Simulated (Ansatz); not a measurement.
A run of Ansatz (development build ahead of 0.2.0) on singlet Si2H6 at this shape:

```xyz
8

Si    0.0000    0.0000   -1.0794
Si    0.0000    0.0000    1.0794
H     0.0000   -1.2913   -1.5545
H    -1.1183    0.6456   -1.5545
H     1.1183    0.6456   -1.5545
H     0.0000    1.2913    1.5545
H    -1.1183   -0.6456    1.5545
H     1.1183   -0.6456    1.5545
```

Its results:

| Quantity | Value |
| --- | --- |
| Converged | yes |
| Total energy | -581.29403 hartree |
| Spin squared of the determinant | 0.000 |

Problem. Which input gives this output? Name the method, the orbitals and the basis set, and write the input.

Solution. RHF in cc-pVDZ. An unrestricted run that stays on the closed shell gives the same numbers.

```yaml
crystal:
  periodic: [false, false, false]
  atoms:
    - { symbol: Si, position_ang: [0.0, 0.0, -1.07938] }
    - { symbol: Si, position_ang: [0.0, 0.0, 1.07938] }
    - { symbol: H, position_ang: [0.0, -1.29128, -1.55454] }
    - { symbol: H, position_ang: [-1.11828, 0.64564, -1.55454] }
    - { symbol: H, position_ang: [1.11828, 0.64564, -1.55454] }
    - { symbol: H, position_ang: [0.0, 1.29128, 1.55454] }
    - { symbol: H, position_ang: [-1.11828, -0.64564, 1.55454] }
    - { symbol: H, position_ang: [1.11828, -0.64564, 1.55454] }
basis:
  gaussian: { orbitals: cc-pVDZ }
hamiltonian:
  xc: hf
```

Caution: no unrestricted run beside it, a lower state can exist.
